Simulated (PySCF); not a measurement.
## Atomic charges by several schemes

Species: N2O.
Numbering: `[N:1]#[N+:2][O-:3]`

Density: PBE0/pcSseg-2 (PySCF); schemes: Mulliken, IAO, Hirshfeld and ESP-fitted. Isolated species at its PBE0-D3(BJ)/def2-TZVP geometry, gas phase.

Task: Do the Mulliken, IAO, Hirshfeld and ESP-fitted schemes agree on where the charge is highest?

Result: All schemes agree: Mulliken N2 (+0.382); IAO N2 (+0.492); Hirshfeld N2 (+0.219); ESP-fitted N2 (+0.663).

Task: For which atoms does the sign change between the 4 schemes (beyond +0.03 e in one, beyond −0.03 e in another)?

Result: For none.

Task: At which atom do the 4 schemes differ most?

Result: At N2: from +0.219 (Hirshfeld) to +0.663 e (ESP-fitted), 0.444 e apart.

Task: Give the atomic charges in each scheme.

Result: In e:

```json
{"atom": "N1", "environment": "nitrogen bonded to N", "Mulliken": "-0.100", "IAO": "-0.178", "Hirshfeld": "-0.085", "ESP-fitted": "-0.333"}
{"atom": "N2", "environment": "nitrogen bonded to N and O", "Mulliken": "+0.382", "IAO": "+0.492", "Hirshfeld": "+0.219", "ESP-fitted": "+0.663"}
{"atom": "O3", "environment": "oxygen bonded to N", "Mulliken": "-0.282", "IAO": "-0.314", "Hirshfeld": "-0.134", "ESP-fitted": "-0.330"}
```

Mean size of the charges over all atoms: ESP-fitted 0.442 e, IAO 0.328 e, Mulliken 0.255 e, Hirshfeld 0.146 e. Each set sums to the total charge, 0, to within 0.001 e. The Mulliken scheme counts on each atom the diagonal of the density matrix times the overlap matrix over that atom's basis functions.

Task: How many electrons does the ESP-fitted scheme count on N1?

Result: Z − q = 7 − (-0.333) = 7.333.

Task: Sum the charges by element, for elements with more than one atom.

Result: 
```
element  atoms  Mulliken     IAO  Hirshfeld  ESP-fitted
      N      2    +0.282  +0.314     +0.134      +0.330
```

These values come from a run that also computed NMR shieldings. The run took 6.5 s of wall time on an Intel Xeon Platinum 8175M at 2.50 GHz with one thread, shared host, and the process peaked at 0.37 GiB of memory.
